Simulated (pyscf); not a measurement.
•H₂Si–Br (SMILES [SiH2]Br) + H₂ (SMILES [H][H]) -> H₃Si–Br (SMILES [SiH3]Br) + H• (SMILES [H]), a hydrogen abstraction (doublet surface; H–H broken, H–Si formed). Single points on ωB97X-D3(BJ)/def2-SVP structures (PySCF, gas phase). Energies in kJ/mol from the separated reactants.

GFN2-xTB: tblite. Open shells are spin-unrestricted. 

**Question.** In single points GFN2-xTB puts the saddle at -14.9 kJ/mol and the reaction energy at -42.8 kJ/mol. Should these be trusted to within a few kcal/mol? Compare with ωB97M-D3(BJ)/def2-TZVP.

**Answer.** ωB97M-D3(BJ)/def2-TZVP gives ΔE‡ = 71.3 kJ/mol and ΔE = +51.5 kJ/mol. GFN2-xTB lies 86.2 kJ/mol under it in the barrier and 94.2 kJ/mol under it in the reaction energy, so on this step it does not hold to within 12.6 kJ/mol. At GFN2-xTB this geometry lies under one side, so its ΔE‡ may be no barrier of that level. ωB97M-D3(BJ)/def2-TZVP has limits of its own. This is the saddle that the search found; another between the same sides may lie lower. The angle at the transferred H is 179°. In the def2 sets elements up to Kr have no core potential.
